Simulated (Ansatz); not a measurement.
The input, for Ansatz 0.2.0:

```yaml
crystal:
  periodic: [false, false, false]
  atoms:
    - {symbol: Br, position_ang: [0.000000, -0.045732, 0.022075]}
    - {symbol: H, position_ang: [0.000000, 2.670772, -2.817908]}
    - {symbol: H, position_ang: [0.000000, 0.954643, 1.067922]}
basis:
  gaussian: {orbitals: 6-31G, fitting: {mean_field: def2-universal-jkfit}}
total_charge: 1
correlation: {active_space: {window: {electrons: 4, orbitals: 6}, fixed_orbitals: true, states: [{multiplicity: 1, weights: [0.5, 0.5, 1]}], root: 1}}
output: {forces: true}
```

```sh
$ ansatz run in.yaml --threads 1 --pin off --events-out ev --progress --plain --max-ram 2393MiB
```

The program prints:

```
302 factors; integrals over basis functions are off by at most 2.1e-1 eV
mean field evaluation 1: about -70003.2100 eV, gradient 2.3e1 eV
mean field evaluation 2: about -70003.0473 eV, gradient 2.5e1 eV
mean field evaluation 4: about -70005.1513 eV, gradient 7.6e-1 eV
mean field evaluation 8: about -70000.2803 eV, gradient 2.5e1 eV
mean field evaluation 16: about -70005.1310 eV, gradient 1.1e0 eV
mean field -70005.15446808 eV, -2572.6419755040 hartree, gradient 2.4e-6 eV, S^2 0.000000; 2 other end points of the search recorded, 0 dependent functions left out
reference -70005.15446808 eV, -2572.6419755040 hartree; 18, 18 occupied and 15, 15 virtual orbitals, 302 factors
state -70006.83525622 eV, -2572.7037433290 hartree
state -70006.77865216 eV, -2572.7016631679 hartree
state -70004.73791856 eV, -2572.6266675914 hartree
the calculation of the forces begins
Total energy: -70006.77865216 eV, -2572.7016631679 hartree
Atom 0 at     0.000000    -0.045732     0.022075 Å, force    -0.000000     0.292183     0.073871 eV/Å
Atom 1 at     0.000000     2.670772    -2.817908 Å, force    -0.000000    -0.086740     0.061404 eV/Å
Atom 2 at     0.000000     0.954643     1.067922 Å, force     0.000000    -0.205443    -0.135276 eV/Å
Dipole moment:     0.000000    -0.117062     0.571058 e Å
```

Natural occupations, averaged over the states: 1.7491 1.7434 0.5032 0.0032 0.0009 0.0002.

Forces (eV/Å):
```
Br   0.000  0.292  0.074
H    0.000 -0.087  0.061
H    0.000 -0.205 -0.135
```

Ran on 1 thread of Arm Neoverse V2, shared host: 0.24 s wall, 0.15 GiB peak host memory.
